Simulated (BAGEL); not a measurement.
**Si2H5F (SMILES F[SiH2][SiH3]): HF/STO-3G (density fitting with qzvpp-jkfit)**

What is the energy change on altering one bond length of Si2H5F at HF/STO-3G (density fitting with qzvpp-jkfit)? 

Program for the calculation: BAGEL 1.2.2.

1 further run of the same task is left out (it didn't finish).

**1. The molecule**

The species is Si2H5F (8 atoms), meant as a singlet with charge 0. As SMILES, `F[SiH2][SiH3]`. Geometry: relaxed at PBE0-D4/def2-TZVP.

Bond lengths: F1–Si2 1.607 Å, Si2–Si3 2.343 Å, Si2–H4 1.486 Å, Si2–H5 1.486 Å, Si3–H6 1.487 Å, Si3–H7 1.489 Å, Si3–H8 1.487 Å. Some angles: F1–Si2–Si3 109.8°, F1–Si2–H4 107.7°, F1–Si2–H5 107.7°, Si3–Si2–H4 111.3°, Si3–Si2–H5 111.3°, Si2–Si3–H6 110.7°, Si2–Si3–H7 108.2°, Si2–Si3–H8 110.7°, H4–Si2–H5 108.9°, H6–Si3–H7 109.0°.

**2. A single-point energy at HF/STO-3G (density fitting with qzvpp-jkfit)**

input.json reads:

```json
{ "bagel" : [

{
  "title" : "molecule",
  "basis" : "sto-3g",
  "df_basis" : "qzvpp-jkfit",
  "angstrom" : true,
  "geometry" : [
    { "atom" : "F", "xyz" : [   -2.015200,    0.986100,   -0.226800 ] },
    { "atom" : "Si", "xyz" : [   -0.575400,    0.581100,   -0.813600 ] },
    { "atom" : "Si", "xyz" : [    0.633500,   -0.611200,    0.800400 ] },
    { "atom" : "H", "xyz" : [   -0.798700,   -0.237500,   -2.033900 ] },
    { "atom" : "H", "xyz" : [    0.125700,    1.834700,   -1.195700 ] },
    { "atom" : "H", "xyz" : [    0.849500,    0.218200,    2.015100 ] },
    { "atom" : "H", "xyz" : [    1.955700,   -0.971100,    0.218900 ] },
    { "atom" : "H", "xyz" : [   -0.082900,   -1.857400,    1.179800 ] }
  ]
},
{ "title" : "hf" },
{ "title" : "print", "file" : "orbitals.molden", "orbitals" : true }

]}
```

The run is started by

```bash
$ BAGEL_NUM_THREADS=1 BAGEL input.json > input.out
```

What it wrote:

```text
* using 1 threads per process

  ===============================================================
  ===============================================================

  *** Geometry ***

  { "atom" : "F", "xyz" : [     -3.808176,      1.863459,     -0.428590 ] },
  { "atom" : "Si", "xyz" : [     -1.087348,      1.098120,     -1.537481 ] },
  { "atom" : "Si", "xyz" : [      1.197142,     -1.155001,      1.512537 ] },
  { "atom" : "H", "xyz" : [     -1.509324,     -0.448810,     -3.843514 ] },
  { "atom" : "H", "xyz" : [      0.237539,      3.467081,     -2.259546 ] },
  { "atom" : "H", "xyz" : [      1.605322,      0.412338,      3.807987 ] },
  { "atom" : "H", "xyz" : [      3.695737,     -1.835113,      0.413661 ] },
  { "atom" : "H", "xyz" : [     -0.156658,     -3.509977,      2.229499 ] },

  Number of auxiliary basis functions:      423

  Since a DF basis is specified, we compute 2- and 3-index integrals:
    o Being stored without compression. Storage requirement is 0.003 GB

  Number of basis functions:       28
  Number of electrons      :       42

    * METHOD: MOLECULE                             0.12

  *** RHF ***

  === Nuclear Repulsion ===
   151.9234568698

      * DIIS with orbital gradients will be used.

  === RHF iteration (sto-3g) ===
      0       -672.10977705          0.01252661           0.01
      1       -672.16601365          0.00237429           0.01
      2       -672.16838093          0.00072774           0.01
      3       -672.16869360          0.00010000           0.01
      4       -672.16869979          0.00001510           0.01
      5       -672.16869990          0.00000126           0.01
      6       -672.16869990          0.00000022           0.01
      7       -672.16869990          0.00000005           0.01
      8       -672.16869990          0.00000002           0.01
      9       -672.16869990          0.00000000           0.01
    * SCF iteration converged.

    * Permanent dipole moment:
           (   -0.362987,     0.125425,     0.090015) a.u.

    * METHOD: HF                                   0.18

    * METHOD: PRINT                                0.00

  ===============================================================
```

Wall time 0.46 s (1 thread of Arm Neoverse V1, shared host).

**3. The distorted shape at the same level**

job.json reads:

```json
{ "bagel": [

{
  "title": "molecule",
  "basis": "sto-3g",
  "df_basis": "qzvpp-jkfit",
  "angstrom": true,
  "geometry": [
    { "atom": "F", "xyz": [      -2.447168,       1.107608,      -0.050749 ] },
    { "atom": "Si", "xyz": [      -0.575400,       0.581100,      -0.813600 ] },
    { "atom": "Si", "xyz": [       0.633500,      -0.611200,       0.800400 ] },
    { "atom": "H", "xyz": [      -0.798700,      -0.237500,      -2.033900 ] },
    { "atom": "H", "xyz": [       0.125700,       1.834700,      -1.195700 ] },
    { "atom": "H", "xyz": [       0.849500,       0.218200,       2.015100 ] },
    { "atom": "H", "xyz": [       1.955700,      -0.971100,       0.218900 ] },
    { "atom": "H", "xyz": [      -0.082900,      -1.857400,       1.179800 ] }
  ]
},

{
  "title": "hf"
},

{
  "title": "print",
  "file": "orbitals.molden",
  "orbitals": true
}

]}
```

The run is started by

```bash
$ BAGEL_NUM_THREADS=1 BAGEL job.json > job.out
```

What it wrote:

```text
* using 1 threads per process

  ===============================================================
  ===============================================================

  *** Geometry ***

  { "atom" : "F", "xyz" : [     -4.624477,      2.093076,     -0.095902 ] },
  { "atom" : "Si", "xyz" : [     -1.087348,      1.098120,     -1.537481 ] },
  { "atom" : "Si", "xyz" : [      1.197142,     -1.155001,      1.512537 ] },
  { "atom" : "H", "xyz" : [     -1.509324,     -0.448810,     -3.843514 ] },
  { "atom" : "H", "xyz" : [      0.237539,      3.467081,     -2.259546 ] },
  { "atom" : "H", "xyz" : [      1.605322,      0.412338,      3.807987 ] },
  { "atom" : "H", "xyz" : [      3.695737,     -1.835113,      0.413661 ] },
  { "atom" : "H", "xyz" : [     -0.156658,     -3.509977,      2.229499 ] },

  Number of auxiliary basis functions:      423

  Since a DF basis is specified, we compute 2- and 3-index integrals:
    o Being stored without compression. Storage requirement is 0.003 GB

  Number of basis functions:       28
  Number of electrons      :       42

    * METHOD: MOLECULE                             0.13

  *** RHF ***

  === Nuclear Repulsion ===
   139.4550742697

      * DIIS with orbital gradients will be used.

  === RHF iteration (sto-3g) ===
      0       -671.93103628          0.01772020           0.02
      1       -672.06879473          0.00613385           0.02
      2       -672.08096293          0.00112860           0.02
      3       -672.08162988          0.00010203           0.02
      4       -672.08163425          0.00002225           0.02
      5       -672.08163449          0.00000406           0.02
      6       -672.08163450          0.00000081           0.02
      7       -672.08163450          0.00000015           0.02
      8       -672.08163450          0.00000005           0.02
      9       -672.08163450          0.00000002           0.02
     10       -672.08163450          0.00000001           0.02
    * SCF iteration converged.

    * Permanent dipole moment:
           (   -0.616995,     0.216155,     0.145878) a.u.

    * METHOD: HF                                   0.25

    * METHOD: PRINT                                0.00

  ===============================================================
```

Run time: 0.54 s. Hardware: 1 thread of Arm Neoverse V1, shared host.

**4. Outcome**

At HF/STO-3G (density fitting with qzvpp-jkfit):

```
                                                          quantity          value
                                         first shape: total energy  -672.16870 Eh
                                        first shape: dipole moment         1.00 D
                                          first shape: HOMO energy       -8.42 eV
                                          first shape: LUMO energy       10.69 eV
                                        first shape: HOMO–LUMO gap       19.11 eV
                                     distorted shape: total energy  -672.08163 Eh
                                    distorted shape: dipole moment         1.70 D
                                      distorted shape: HOMO energy       -8.47 eV
                                      distorted shape: LUMO energy        7.77 eV
                                    distorted shape: HOMO–LUMO gap       16.23 eV
energy change with the F1–Si2 bond stretched from 1.607 to 2.089 Å       2.369 eV
```

With the F1–Si2 bond stretched from 1.607 to 2.089 Å the energy rises by 2.37 eV (55 kcal/mol). The first shape isn't relaxed at this level, so the change isn't measured from a minimum. The minimal basis adds a large error of its own.
